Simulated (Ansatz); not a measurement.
A calculation with Ansatz (development build ahead of 0.2.0).

```yaml
crystal:
  periodic: [false, false, false]
  atoms:
    - { symbol: C, position_ang: [0.0, -0.02965, -0.64891] }
    - { symbol: O, position_ang: [0.0, -0.06563, 0.74793] }
    - { symbol: H, position_ang: [0.0, -1.06866, -1.01096] }
    - { symbol: H, position_ang: [-0.8949, 0.46578, -1.07513] }
    - { symbol: H, position_ang: [0.8949, 0.46578, -1.07513] }
    - { symbol: H, position_ang: [0.0, 0.84, 1.07125] }
basis:
  gaussian: { orbitals: def2-TZVP }
hamiltonian:
  xc: hf
correlation:
  method: mp2
  frozen_orbitals: { C: 1, H: 0, O: 1 }
```

The input is written out in the form of the current development build from the run's settings.

Results

- Converged: yes
- Reference energy: -115.09158 hartree
- Correlation energy: -0.41540 hartree
- Total energy: -115.50698 hartree
- Spin squared of the determinant: 0.000
